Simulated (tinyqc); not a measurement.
ROHF in the sto-6g basis, for CH3, spin multiplicity 2, step by step (part 3 of 3). Computed by tinyqc, a small Python program that keeps every step (integrals from PySCF). Command: `OMP_NUM_THREADS=1 python tinyqc.py 26404 26405 out.jsonl` (the two numbers bound the seeds that draw the settings). One thread of a shared host (Intel(R) Xeon(R) Processor @ 2.60GHz), about 0.2 s of CPU time with the checks.

Geometry (angstrom):
```
atom          x          y         z
C      0.000000   0.000000  0.027000
H      1.244000   0.000000  0.000000
H     -0.622000   1.077000  0.000000
H     -0.622000  -1.077000  0.000000
```

## Iteration 2: diagonalisation and new density

effective F (hartree), order 1C 1s, 1C 2s, 1C 2px, 1C 2py, 1C 2pz, 2H 1s, 3H 1s, 4H 1s:
$$\begin{pmatrix}
-11.659035 & -2.957746 & 0.000027 & 0.000000 & 0.000803 & -0.553612 & -0.553986 & -0.553986 \\
-2.957746 & -1.576816 & 0.000108 & 0.000000 & 0.002950 & -0.609545 & -0.609912 & -0.609912 \\
0.000027 & 0.000108 & -0.362497 & 0.000000 & -0.000022 & -0.426446 & 0.213477 & 0.213477 \\
0.000000 & 0.000000 & 0.000000 & -0.362600 & 0.000000 & 0.000000 & -0.369529 & 0.369529 \\
0.000803 & 0.002950 & -0.000022 & 0.000000 & -0.034285 & 0.014355 & 0.014356 & 0.014356 \\
-0.553612 & -0.609545 & -0.426446 & 0.000000 & 0.014355 & -0.428512 & -0.152923 & -0.152923 \\
-0.553986 & -0.609912 & 0.213477 & -0.369529 & 0.014356 & -0.152923 & -0.428974 & -0.153034 \\
-0.553986 & -0.609912 & 0.213477 & 0.369529 & 0.014356 & -0.152923 & -0.153034 & -0.428974
\end{pmatrix}$$

X, order 1C 1s, 1C 2s, 1C 2px, 1C 2py, 1C 2pz, 2H 1s, 3H 1s, 4H 1s:
$$\begin{pmatrix}
1.026133 & -0.151267 & 0.000007 & 0.000000 & 0.000532 & 0.020804 & 0.020809 & 0.020809 \\
-0.151267 & 1.273810 & -0.000094 & 0.000000 & -0.005370 & -0.255739 & -0.255894 & -0.255894 \\
0.000007 & -0.000094 & 1.130180 & 0.000000 & 0.000002 & -0.270598 & 0.135390 & 0.135390 \\
0.000000 & 0.000000 & 0.000000 & 1.130204 & 0.000000 & 0.000000 & -0.234432 & 0.234432 \\
0.000532 & -0.005370 & 0.000002 & 0.000000 & 1.000115 & 0.005500 & 0.005504 & 0.005504 \\
0.020804 & -0.255739 & -0.270598 & 0.000000 & 0.005500 & 1.170091 & -0.021529 & -0.021529 \\
0.020809 & -0.255894 & 0.135390 & -0.234432 & 0.005504 & -0.021529 & 1.170238 & -0.021530 \\
0.020809 & -0.255894 & 0.135390 & 0.234432 & 0.005504 & -0.021529 & -0.021530 & 1.170238
\end{pmatrix}$$

Diagonalise F' = X^T F X, C = X C', fill 5 alpha and 4 beta electrons from the bottom; D(s) = C_occ C_occ^T. Each column has its largest component positive (the first on a tie).

F' = X^T F X (hartree):
$$\begin{pmatrix}
-11.454628 & -1.486312 & 0.000033 & 0.000000 & 0.002222 & -0.068918 & -0.069006 & -0.069006 \\
-1.486312 & -0.765922 & -0.000109 & 0.000000 & -0.010506 & -0.322331 & -0.322593 & -0.322593 \\
0.000033 & -0.000109 & -0.101826 & 0.000000 & -0.000019 & -0.421447 & 0.210969 & 0.210969 \\
0.000000 & 0.000000 & 0.000000 & -0.101865 & 0.000000 & 0.000000 & -0.365184 & 0.365184 \\
0.002222 & -0.010506 & -0.000019 & 0.000000 & -0.033850 & 0.014885 & 0.014879 & 0.014879 \\
-0.068918 & -0.322331 & -0.421447 & 0.000000 & 0.014885 & -0.074445 & -0.055806 & -0.055806 \\
-0.069006 & -0.322593 & 0.210969 & -0.365184 & 0.014879 & -0.055806 & -0.074564 & -0.055758 \\
-0.069006 & -0.322593 & 0.210969 & 0.365184 & 0.014879 & -0.055806 & -0.055758 & -0.074564
\end{pmatrix}$$

orbital energies (hartree): MO1 -11.660742, MO2 -0.942885, MO3 -0.578451, MO4 -0.578281, MO5 -0.036975, MO6 0.200097, MO7 0.457779, MO8 0.457792

coefficients C, order 1C 1s, 1C 2s, 1C 2px, 1C 2py, 1C 2pz, 2H 1s, 3H 1s, 4H 1s:
$$\begin{pmatrix}
0.996487 & -0.225261 & 0.000000 & -0.000137 & -0.021999 & -0.181430 & 0.000000 & 0.000205 \\
0.015900 & 0.791187 & 0.000000 & 0.000624 & 0.127390 & 1.095175 & 0.000000 & -0.001338 \\
-0.000004 & -0.000249 & 0.000000 & 0.605819 & 0.000054 & 0.000774 & 0.000000 & 1.010036 \\
0.000000 & 0.000000 & 0.605746 & 0.000000 & 0.000000 & 0.000000 & 1.010124 & 0.000000 \\
-0.000146 & -0.005640 & 0.000000 & 0.000022 & 0.992139 & -0.126409 & 0.000000 & 0.000037 \\
-0.003163 & 0.166257 & 0.000000 & 0.460863 & -0.072044 & -0.676546 & 0.000000 & -0.897874 \\
-0.003166 & 0.166599 & 0.399219 & -0.230490 & -0.071893 & -0.675187 & -0.778292 & 0.450075 \\
-0.003166 & 0.166599 & -0.399219 & -0.230490 & -0.071893 & -0.675187 & 0.778292 & 0.450075
\end{pmatrix}$$

D(alpha) after iteration 2, order 1C 1s, 1C 2s, 1C 2px, 1C 2py, 1C 2pz, 2H 1s, 3H 1s, 4H 1s:
$$\begin{pmatrix}
1.044212 & -0.165181 & -0.000032 & 0.000000 & -0.020701 & -0.039082 & -0.039070 & -0.039070 \\
-0.165181 & 0.642458 & 0.000188 & 0.000000 & 0.121924 & 0.122600 & 0.122458 & 0.122458 \\
-0.000032 & 0.000188 & 0.367016 & 0.000000 & 0.000068 & 0.279154 & -0.139680 & -0.139680 \\
0.000000 & 0.000000 & 0.000000 & 0.366928 & 0.000000 & 0.000000 & 0.241825 & -0.241825 \\
-0.020701 & 0.121924 & 0.000068 & 0.000000 & 0.984371 & -0.072405 & -0.072272 & -0.072272 \\
-0.039082 & 0.122600 & 0.279154 & 0.000000 & -0.072405 & 0.245237 & -0.073337 & -0.073337 \\
-0.039070 & 0.122458 & -0.139680 & 0.241825 & -0.072272 & -0.073337 & 0.245436 & -0.073317 \\
-0.039070 & 0.122458 & -0.139680 & -0.241825 & -0.072272 & -0.073337 & -0.073317 & 0.245436
\end{pmatrix}$$

D(beta) after iteration 2, order 1C 1s, 1C 2s, 1C 2px, 1C 2py, 1C 2pz, 2H 1s, 3H 1s, 4H 1s:
$$\begin{pmatrix}
1.043728 & -0.162379 & -0.000031 & 0.000000 & 0.001125 & -0.040666 & -0.040651 & -0.040651 \\
-0.162379 & 0.626230 & 0.000181 & 0.000000 & -0.004464 & 0.131778 & 0.131617 & 0.131617 \\
-0.000031 & 0.000181 & 0.367016 & 0.000000 & 0.000015 & 0.279158 & -0.139676 & -0.139676 \\
0.000000 & 0.000000 & 0.000000 & 0.366928 & 0.000000 & 0.000000 & 0.241825 & -0.241825 \\
0.001125 & -0.004464 & 0.000015 & 0.000000 & 0.000032 & -0.000927 & -0.000944 & -0.000944 \\
-0.040666 & 0.131778 & 0.279158 & 0.000000 & -0.000927 & 0.240046 & -0.078516 & -0.078516 \\
-0.040651 & 0.131617 & -0.139676 & 0.241825 & -0.000944 & -0.078516 & 0.240267 & -0.078485 \\
-0.040651 & 0.131617 & -0.139676 & -0.241825 & -0.000944 & -0.078516 & -0.078485 & 0.240267
\end{pmatrix}$$

Within a degenerate level the vectors are fixed only up to a rotation; this is one choice.

## Iteration 15 (converged): orbitals

converged F (hartree), order 1C 1s, 1C 2s, 1C 2px, 1C 2py, 1C 2pz, 2H 1s, 3H 1s, 4H 1s:
$$\begin{pmatrix}
-11.140538 & -2.855614 & 0.000003 & 0.000000 & 0.001486 & -0.538049 & -0.538405 & -0.538405 \\
-2.855614 & -1.349781 & 0.000073 & 0.000000 & 0.010269 & -0.571782 & -0.572006 & -0.572006 \\
0.000003 & 0.000073 & -0.174713 & 0.000000 & -0.000003 & -0.392810 & 0.196485 & 0.196485 \\
0.000000 & 0.000000 & 0.000000 & -0.174759 & 0.000000 & 0.000000 & -0.340232 & 0.340232 \\
0.001486 & 0.010269 & -0.000003 & 0.000000 & 0.000575 & 0.012286 & 0.012290 & 0.012290 \\
-0.538049 & -0.571782 & -0.392810 & 0.000000 & 0.012286 & -0.350402 & -0.130184 & -0.130184 \\
-0.538405 & -0.572006 & 0.196485 & -0.340232 & 0.012290 & -0.130184 & -0.350583 & -0.130293 \\
-0.538405 & -0.572006 & 0.196485 & 0.340232 & 0.012290 & -0.130184 & -0.130293 & -0.350583
\end{pmatrix}$$

As before.

F' = X^T F X (hartree):
$$\begin{pmatrix}
-10.933749 & -1.481683 & 0.000004 & 0.000000 & 0.001801 & -0.062313 & -0.062415 & -0.062415 \\
-1.481683 & -0.471252 & -0.000060 & 0.000000 & -0.000944 & -0.368089 & -0.368248 & -0.368248 \\
0.000004 & -0.000060 & 0.113152 & 0.000000 & 0.000001 & -0.447712 & 0.223951 & 0.223951 \\
0.000000 & 0.000000 & 0.000000 & 0.113143 & 0.000000 & 0.000000 & -0.387819 & 0.387819 \\
0.001801 & -0.000944 & 0.000001 & 0.000000 & 0.000883 & 0.011567 & 0.011571 & 0.011571 \\
-0.062313 & -0.368089 & -0.447712 & 0.000000 & 0.011567 & 0.015253 & -0.032802 & -0.032802 \\
-0.062415 & -0.368248 & 0.223951 & -0.387819 & 0.011571 & -0.032802 & 0.015327 & -0.032812 \\
-0.062415 & -0.368248 & 0.223951 & 0.387819 & 0.011571 & -0.032802 & -0.032812 & 0.015327
\end{pmatrix}$$

orbital energies (hartree): MO1 -11.142965, MO2 -0.782672, MO3 -0.468781, MO4 -0.468760, MO5 0.000514, MO6 0.470697, MO7 0.629990, MO8 0.630062

coefficients C, order 1C 1s, 1C 2s, 1C 2px, 1C 2py, 1C 2pz, 2H 1s, 3H 1s, 4H 1s:
$$\begin{pmatrix}
0.995757 & -0.211812 & 0.000000 & -0.000040 & -0.009429 & -0.201605 & 0.000207 & 0.000000 \\
0.018878 & 0.697628 & 0.000000 & 0.000192 & 0.045130 & 1.163094 & -0.001326 & 0.000000 \\
-0.000002 & -0.000097 & 0.000000 & 0.533892 & 0.000000 & 0.000895 & 1.049833 & 0.000000 \\
0.000000 & 0.000000 & 0.533909 & 0.000000 & 0.000000 & 0.000000 & 0.000000 & 1.049866 \\
-0.000229 & -0.013256 & 0.000000 & -0.000002 & 0.999074 & -0.045011 & 0.000045 & 0.000000 \\
-0.003379 & 0.221731 & 0.000000 & 0.522512 & -0.013842 & -0.664070 & -0.863570 & 0.000000 \\
-0.003381 & 0.221863 & 0.452465 & -0.261178 & -0.013837 & -0.662937 & 0.432873 & -0.748591 \\
-0.003381 & 0.221863 & -0.452465 & -0.261178 & -0.013837 & -0.662937 & 0.432873 & 0.748591
\end{pmatrix}$$

D(alpha) after iteration 15, order 1C 1s, 1C 2s, 1C 2px, 1C 2py, 1C 2pz, 2H 1s, 3H 1s, 4H 1s:
$$\begin{pmatrix}
1.036485 & -0.129394 & -0.000002 & 0.000000 & -0.006841 & -0.050221 & -0.050219 & -0.050219 \\
-0.129394 & 0.489078 & 0.000034 & 0.000000 & 0.035836 & 0.154097 & 0.154039 & 0.154039 \\
-0.000002 & 0.000034 & 0.285040 & 0.000000 & 0.000000 & 0.278943 & -0.139462 & -0.139462 \\
0.000000 & 0.000000 & 0.000000 & 0.285059 & 0.000000 & 0.000000 & 0.241575 & -0.241575 \\
-0.006841 & 0.035836 & 0.000000 & 0.000000 & 0.998324 & -0.016768 & -0.016764 & -0.016764 \\
-0.050221 & 0.154097 & 0.278943 & 0.000000 & -0.016768 & 0.322387 & -0.087072 & -0.087072 \\
-0.050219 & 0.154039 & -0.139462 & 0.241575 & -0.016764 & -0.087072 & 0.322365 & -0.087085 \\
-0.050219 & 0.154039 & -0.139462 & -0.241575 & -0.016764 & -0.087072 & -0.087085 & 0.322365
\end{pmatrix}$$

D(beta) after iteration 15, order 1C 1s, 1C 2s, 1C 2px, 1C 2py, 1C 2pz, 2H 1s, 3H 1s, 4H 1s:
$$\begin{pmatrix}
1.036396 & -0.128968 & -0.000002 & 0.000000 & 0.002579 & -0.050351 & -0.050350 & -0.050350 \\
-0.128968 & 0.487041 & 0.000034 & 0.000000 & -0.009252 & 0.154722 & 0.154664 & 0.154664 \\
-0.000002 & 0.000034 & 0.285040 & 0.000000 & 0.000000 & 0.278943 & -0.139462 & -0.139462 \\
0.000000 & 0.000000 & 0.000000 & 0.285059 & 0.000000 & 0.000000 & 0.241575 & -0.241575 \\
0.002579 & -0.009252 & 0.000000 & 0.000000 & 0.000176 & -0.002939 & -0.002940 & -0.002940 \\
-0.050351 & 0.154722 & 0.278943 & 0.000000 & -0.002939 & 0.322195 & -0.087263 & -0.087263 \\
-0.050350 & 0.154664 & -0.139462 & 0.241575 & -0.002940 & -0.087263 & 0.322174 & -0.087276 \\
-0.050350 & 0.154664 & -0.139462 & -0.241575 & -0.002940 & -0.087263 & -0.087276 & 0.322174
\end{pmatrix}$$

## Convergence

Stop when the energy changes by less than 1e-10 hartree and every element of the error matrix X^T (F D S - S D F) X is below 3e-06.

Course of the cycle:
```
iteration   E (hartree)     change  largest element of the error matrix
1          -36.90563454          -                             6.84e-01
2          -38.88258427  -1.98e+00                             3.12e-01
3          -39.35010205  -4.68e-01                             1.49e-01
4          -39.39465615  -4.46e-02                             2.50e-02
5          -39.39565642  -1.00e-03                             3.43e-03
6          -39.39569980  -4.34e-05                             1.48e-03
7          -39.39570557  -5.77e-06                             7.21e-04
8          -39.39570683  -1.26e-06                             3.55e-04
9          -39.39570713  -3.00e-07                             1.75e-04
10         -39.39570720  -7.25e-08                             8.60e-05
11         -39.39570722  -1.76e-08                             4.24e-05
12         -39.39570723  -4.28e-09                             2.09e-05
13         -39.39570723  -1.04e-09                             1.03e-05
14         -39.39570723  -2.53e-10                             5.09e-06
15         -39.39570723  -6.17e-11                             2.51e-06
```

PySCF ROHF in the same basis = -39.39570723 hartree

Converged in 15 iterations.

## Populations, bond orders and dipole

overlap S, order 1C 1s, 1C 2s, 1C 2px, 1C 2py, 1C 2pz, 2H 1s, 3H 1s, 4H 1s:
$$\begin{pmatrix}
1.000000 & 0.243228 & 0.000000 & 0.000000 & 0.000000 & 0.045390 & 0.045421 & 0.045421 \\
0.243228 & 1.000000 & 0.000000 & 0.000000 & 0.000000 & 0.406612 & 0.406764 & 0.406764 \\
0.000000 & 0.000000 & 1.000000 & 0.000000 & 0.000000 & 0.410680 & -0.205444 & -0.205444 \\
0.000000 & 0.000000 & 0.000000 & 1.000000 & 0.000000 & 0.000000 & 0.355728 & -0.355728 \\
0.000000 & 0.000000 & 0.000000 & 0.000000 & 1.000000 & -0.008913 & -0.008918 & -0.008918 \\
0.045390 & 0.406612 & 0.410680 & 0.000000 & -0.008913 & 1.000000 & 0.093340 & 0.093340 \\
0.045421 & 0.406764 & -0.205444 & 0.355728 & -0.008918 & 0.093340 & 1.000000 & 0.093417 \\
0.045421 & 0.406764 & -0.205444 & -0.355728 & -0.008918 & 0.093340 & 0.093417 & 1.000000
\end{pmatrix}$$

Mulliken: Z minus the diagonal of D S on the atom; Loewdin: the same with S^(1/2) D S^(1/2); Mayer order: 2 sum_s sum (D(s) S)_ij (D(s) S)_ji over the two atoms.

Charges (e):
```
atom   Mulliken    Loewdin  Mulliken spin
1C    -0.113012  -0.055307       0.999693
2H     0.037670   0.018443       0.000103
3H     0.037671   0.018432       0.000102
4H     0.037671   0.018432       0.000102
```

Mayer bond orders:
```
pair     order
2-1   0.967901
3-1   0.967911
3-2   0.015340
4-1   0.967911
4-2   0.015340
4-3   0.015330
```

dipole moment about the origin, x y z (debye): [0.000022, 0.000000, -0.034617]
